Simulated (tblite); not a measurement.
1,2-dimethyl-1,2-diazetidine, C₄H₁₀N₂.
Bonds: C1–N2, N2–C3, C3–C4, C4–N5, N5–C6, N2–N5. Hydrogens: H7, H8, H9 on C1; H10, H11 on C3; H12, H13 on C4; H14, H15, H16 on C6.

Computed with GFN2-xTB (tblite), gas phase: L-BFGS steps from a force-field or distance-geometry start until the largest atomic force falls under 0.01 eV/Å.

Step 61: E = -529.5515 eV
```
atom  x, y, z in Å  |  force x, y, z in eV/Å
C1     -1.6928   -0.9603    0.0025    0.021  -0.001   0.007
N2     -0.6014   -0.1261    0.4452    0.000  -0.028  -0.015
C3     -0.7028    1.3106    0.1543   -0.022  -0.035   0.035
C4      0.7184    1.2451   -0.3924    0.007  -0.021  -0.020
N5      0.5897   -0.2176   -0.4192   -0.005  -0.026   0.011
C6      1.6743   -0.9639    0.1714   -0.005  -0.008   0.008
H7     -1.8603   -0.9008   -1.0814   -0.010   0.023   0.020
H8     -1.4698   -1.9930    0.2699   -0.010   0.016  -0.020
H9     -2.5953   -0.6435    0.5263    0.046  -0.022  -0.014
H10    -0.8620    1.9082    1.0526   -0.027   0.015  -0.018
H11    -1.4535    1.5580   -0.6033    0.009   0.004   0.010
H12     0.9006    1.6735   -1.3776    0.002   0.009  -0.017
H13     1.4682    1.6025    0.3188    0.039   0.041   0.007
H14     2.5700   -0.7748   -0.4189    0.006   0.015  -0.004
H15     1.8619   -0.6807    1.2161    0.005  -0.012  -0.017
H16     1.4472   -2.0283    0.1242   -0.056   0.028   0.027
```

Step 62: E = -529.5522 eV
```
atom  x, y, z in Å  |  force x, y, z in eV/Å
C1     -1.6933   -0.9579    0.0002    0.016  -0.014   0.014
N2     -0.6016   -0.1263    0.4468   -0.004  -0.030  -0.046
C3     -0.7027    1.3100    0.1536   -0.028  -0.035   0.044
C4      0.7181    1.2434   -0.3947    0.003  -0.012  -0.013
N5      0.5903   -0.2197   -0.4169   -0.002  -0.007   0.004
C6      1.6763   -0.9640    0.1748   -0.029  -0.002   0.002
H7     -1.8692   -0.8889   -1.0818    0.006   0.030   0.017
H8     -1.4654   -1.9916    0.2560   -0.008  -0.014  -0.018
H9     -2.5945   -0.6511    0.5318    0.044  -0.008  -0.004
H10    -0.8610    1.9062    1.0530   -0.020   0.029  -0.022
H11    -1.4570    1.5565   -0.6010    0.026   0.003   0.009
H12     0.9015    1.6715   -1.3803   -0.010  -0.007  -0.009
H13     1.4672    1.6034    0.3160    0.043   0.039   0.009
H14     2.5703   -0.7796   -0.4193    0.006   0.017  -0.006
H15     1.8672   -0.6749    1.2173    0.005  -0.018  -0.015
H16     1.4462   -2.0280    0.1331   -0.049   0.030   0.033
```

Task: Estimate the geometry and energy of step 63. (The exact step hangs on the optimiser's Hessian estimate; all steps are aligned on step 62, rigid shifts and turns removed.)

Result: E = -529.5529 eV, largest force 0.060 eV/Å
```
atom  x, y, z in Å  |  force x, y, z in eV/Å
C1     -1.6936   -0.9561   -0.0021    0.008  -0.028   0.012
N2     -0.6023   -0.1270    0.4480    0.001  -0.024  -0.055
C3     -0.7030    1.3089    0.1538   -0.018  -0.025   0.026
C4      0.7177    1.2412   -0.3967    0.008   0.010   0.011
N5      0.5906   -0.2221   -0.4143    0.004   0.022  -0.010
C6      1.6778   -0.9641    0.1780   -0.039   0.010  -0.001
H7     -1.8785   -0.8764   -1.0817    0.021   0.032   0.008
H8     -1.4605   -1.9907    0.2414   -0.006  -0.043  -0.017
H9     -2.5929   -0.6595    0.5371    0.029   0.005   0.014
H10    -0.8606    1.9053    1.0529   -0.011   0.034  -0.016
H11    -1.4592    1.5558   -0.5990    0.033  -0.003   0.007
H12     0.9029    1.6691   -1.3828   -0.027  -0.025   0.004
H13     1.4663    1.6050    0.3137    0.035   0.024  -0.001
H14     2.5699   -0.7843   -0.4207   -0.002   0.009  -0.006
H15     1.8741   -0.6689    1.2175    0.001  -0.018  -0.009
H16     1.4435   -2.0272    0.1437   -0.037   0.020   0.034
```

The energy changes by -0.0007 eV. The first-order estimate −F·Δx gives -0.0010 eV and the mean of the old and new forces, exact on a quadratic surface, -0.0007 eV. The step makes an angle of 78° with the force vector and moves no atom by more than 0.016 Å.

Hardware: an x86-64 server with one thread, on a shared host.
